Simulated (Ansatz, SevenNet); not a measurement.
For chalcopyrite AgInTe2, the machine-learned potential SevenNet-l3i5 (trained on PBE and PBE+U data) gives:

```
Item                           Result
---------------------  --------------
lattice constant a            6.567 Å
c axis length                13.038 Å
enthalpy of formation  -0.304 eV/atom
```

### Question
What does PBEsol (PAW; Ansatz, an electronic-structure program) give for the same quantities?

### Answer

- lattice constant a: 6.434 Å (drops by 2.0 %)
- lattice parameter c: 12.761 Å (drops by 2.1 %)
- formation enthalpy: -0.221 eV/atom (moves by +0.083 eV/atom)

Changes are worked out from the printed values.

Unless a cell is named, each level is at its own relaxed cell (SevenNet-l3i5 35.14, PBEsol 33.01 Å³/atom).

Levels without +SOC leave out spin–orbit coupling, which shifts energies and cells of such heavy elements.

Ansatz's density-functional and Hartree–Fock values are scalar-relativistic unless marked +SOC, with PAW data made under PBE.
